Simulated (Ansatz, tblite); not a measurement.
Cost and result up the ladder for SiC₂ (3 atoms). Total charge 0; singlet. Geometry: PBE-D4/def2-TZVP.

```tsv
atom	x (Å)	y (Å)	z (Å)
Si1	-0.2113	0.1326	-1.1315
C2	0.6475	-0.3716	0.4287
C3	-0.4363	0.2391	0.7028
```

Ansatz on 4 threads of Arm Neoverse V1 on a shared host; xTB runs through tblite on one thread. Times are rough, summed over both states, and most runs start from the orbitals of an earlier one. ωB97X-V/def2-TZVP serves as the yardstick here, not as an exact answer. The other state is a quintet at its own geometry.

The xTB rows come from tblite. LC-ωPBE has ω = 0.4 bohr⁻¹. Correlated methods freeze 7 core orbitals. At PBE0-D4/def2-TZVP a singlet of charge 0 lies 4.44 eV below the quintet, each at its own geometry. The structure comes from a short search, and lower isomers may exist.

Run but left out: HF/def2-TZVP, HF/def2-TZVPP (singlet: restricted singlet, unstable towards broken spin symmetry).

Correlated methods converge slowly with the basis.

xTB has no spin-polarisation term.

```json
{"level": "GFN1-xTB", "functions": "17", "wall time": "0.004 s", "quintet − singlet (eV)": "5.36", "difference from ωB97X-V/def2-TZVP (eV)": "0.31", "remarks": "–"}
{"level": "GFN2-xTB", "functions": "17", "wall time": "0.004 s", "quintet − singlet (eV)": "4.04", "difference from ωB97X-V/def2-TZVP (eV)": "-1.01", "remarks": "–"}
{"level": "PBE-D4/def2-TZVP", "functions": "99", "wall time": "1.1 s", "quintet − singlet (eV)": "4.43", "difference from ωB97X-V/def2-TZVP (eV)": "-0.62", "remarks": "–"}
{"level": "MP2/def2-TZVP", "functions": "99", "wall time": "1.1 s", "quintet − singlet (eV)": "4.86", "difference from ωB97X-V/def2-TZVP (eV)": "-0.19", "remarks": "restricted SCF unstable (singlet)"}
{"level": "BHLYP-D4/def2-TZVP", "functions": "99", "wall time": "1.7 s", "quintet − singlet (eV)": "4.83", "difference from ωB97X-V/def2-TZVP (eV)": "-0.22", "remarks": "–"}
{"level": "RPA@PBE/def2-TZVP", "functions": "99", "wall time": "1.8 s", "quintet − singlet (eV)": "4.69", "difference from ωB97X-V/def2-TZVP (eV)": "-0.36", "remarks": "–"}
{"level": "LC-ωPBE/def2-TZVP", "functions": "99", "wall time": "2.3 s", "quintet − singlet (eV)": "4.56", "difference from ωB97X-V/def2-TZVP (eV)": "-0.49", "remarks": "–"}
{"level": "r2SCAN-D4/def2-TZVP", "functions": "99", "wall time": "2.8 s", "quintet − singlet (eV)": "4.10", "difference from ωB97X-V/def2-TZVP (eV)": "-0.95", "remarks": "–"}
{"level": "r2SCANh-D4/def2-TZVP", "functions": "99", "wall time": "2.9 s", "quintet − singlet (eV)": "4.12", "difference from ωB97X-V/def2-TZVP (eV)": "-0.93", "remarks": "–"}
{"level": "r2SCAN0-D4/def2-TZVP", "functions": "99", "wall time": "2.9 s", "quintet − singlet (eV)": "4.15", "difference from ωB97X-V/def2-TZVP (eV)": "-0.90", "remarks": "–"}
{"level": "PBE0-D4/def2-TZVP (with forces)", "functions": "99", "wall time": "3.2 s", "quintet − singlet (eV)": "4.44", "difference from ωB97X-V/def2-TZVP (eV)": "-0.61", "remarks": "–"}
{"level": "CCSD(T)/def2-TZVPP", "functions": "104", "wall time": "4 s", "quintet − singlet (eV)": "4.68", "difference from ωB97X-V/def2-TZVP (eV)": "-0.37", "remarks": "large T1 (0.021) (singlet), restricted SCF unstable (singlet)"}
{"level": "ωB97X-V/def2-TZVP", "functions": "99", "wall time": "6.7 s", "quintet − singlet (eV)": "5.05", "difference from ωB97X-V/def2-TZVP (eV)": "0.00", "remarks": "–"}
```
